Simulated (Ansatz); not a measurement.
Cost and result for the atomization energy of C₄H₆FN, SMILES `CC1=C(F)NC1` (12 atoms, 12 bonds).

```xyz
12

C    -1.649   -0.530    0.228
C    -0.256   -0.129   -0.048
C     0.556   -0.005   -1.098
F     0.501   -0.308   -2.379
N     1.616    0.706   -0.520
C     0.840    0.538    0.757
H    -2.248    0.315    0.585
H    -1.704   -1.310    0.994
H    -2.124   -0.916   -0.675
H     2.517    0.234   -0.529
H     1.355   -0.099    1.481
H     0.595    1.504    1.204
```

Charge 0, multiplicity 1. The geometry is a stationary point of PBE0-D4/def2-TZVP. Program: Ansatz. All runs use 4 threads of an Arm Neoverse V2 on a shared host. Times are those of one run each, without the atoms' runs, and a repeat can differ threefold. Electronic energies, without spin–orbit coupling; frozen cores. CCSD(T)/CBS adds CCSD(T) − MP2 in def2-TZVPP to the MP2 limit, and its time is that of the two runs behind it. T1 = 0.012. B3LYP takes the VWN-RPA correlation (the form of Gaussian; ORCA's B3LYP/G).

CCSD(T)/CBS is a level of theory with its own doubt, some kJ/mol a heavy atom from the limit and from the frozen cores, so smaller differences don't rank the functionals.

| level | functions | wall time |
| --- | --- | --- |
| PBE-D4/def2-TZVPP (with forces) | 270 | 2.5 s |
| PBE0-D4/def2-TZVPP | 270 | 2.6 s |
| B3LYP-D4/def2-TZVPP (with forces) | 270 | 4.2 s |
| r2SCAN-D4/def2-TZVPP (with forces) | 270 | 4.3 s |
| B2PLYP/def2-TZVPP | 270 | 5 s |
| ωB97X-V/def2-TZVPP | 270 | 7 s |
| ωB97M-V/def2-TZVPP (with forces) | 270 | 10 s |
| MP2/def2-QZVPP | 522 | 23 s |
| CCSD(T)/def2-TZVPP | 270 | 3.8 min |
| CCSD(T)/CBS(def2) | – | 4.2 min |

What atomization energy does each give, and how far from CCSD(T)/CBS? (An estimate is asked.)

Computed: 
```json
{"level": "PBE-D4/def2-TZVPP (with forces)", "atomization (kJ/mol)": "5135.0", "difference from CCSD(T)/CBS": "210.4", "per bond": "17.5"}
{"level": "PBE0-D4/def2-TZVPP", "atomization (kJ/mol)": "5008.5", "difference from CCSD(T)/CBS": "83.9", "per bond": "7.0"}
{"level": "B3LYP-D4/def2-TZVPP (with forces)", "atomization (kJ/mol)": "4944.2", "difference from CCSD(T)/CBS": "19.6", "per bond": "1.6"}
{"level": "r2SCAN-D4/def2-TZVPP (with forces)", "atomization (kJ/mol)": "4956.2", "difference from CCSD(T)/CBS": "31.6", "per bond": "2.6"}
{"level": "B2PLYP/def2-TZVPP", "atomization (kJ/mol)": "4892.9", "difference from CCSD(T)/CBS": "-31.7", "per bond": "-2.6"}
{"level": "ωB97X-V/def2-TZVPP", "atomization (kJ/mol)": "4954.9", "difference from CCSD(T)/CBS": "30.3", "per bond": "2.5"}
{"level": "ωB97M-V/def2-TZVPP (with forces)", "atomization (kJ/mol)": "4959.8", "difference from CCSD(T)/CBS": "35.2", "per bond": "2.9"}
{"level": "MP2/def2-QZVPP", "atomization (kJ/mol)": "4991.2", "difference from CCSD(T)/CBS": "66.6", "per bond": "5.5"}
{"level": "CCSD(T)/def2-TZVPP", "atomization (kJ/mol)": "4794.3", "difference from CCSD(T)/CBS": "-130.3", "per bond": "-10.9"}
{"level": "CCSD(T)/CBS(def2)", "atomization (kJ/mol)": "4924.6", "difference from CCSD(T)/CBS": "0.0", "per bond": "0.0"}
```

The D4 term adds +35.2 kJ/mol with B3LYP and +18.5 kJ/mol with PBE0; it sums over pairs of atoms, weighted by their polarisabilities, and B3LYP, whose exchange is more repulsive, gets the larger term. From PBE to PBE0 (25 % exact exchange), in def2-TZVPP and without D4, the atomization energy moves by −122.9 kJ/mol: exact exchange takes away binding that semilocal exchange gives to molecules. In def2-TZVPP, CCSD(T) changes the Hartree–Fock value by +1323.8 kJ/mol (the triples alone add +91.0 kJ/mol) and MP2 by +1443.7 kJ/mol; breaking electron pairs costs correlation energy, which Hartree–Fock lacks.
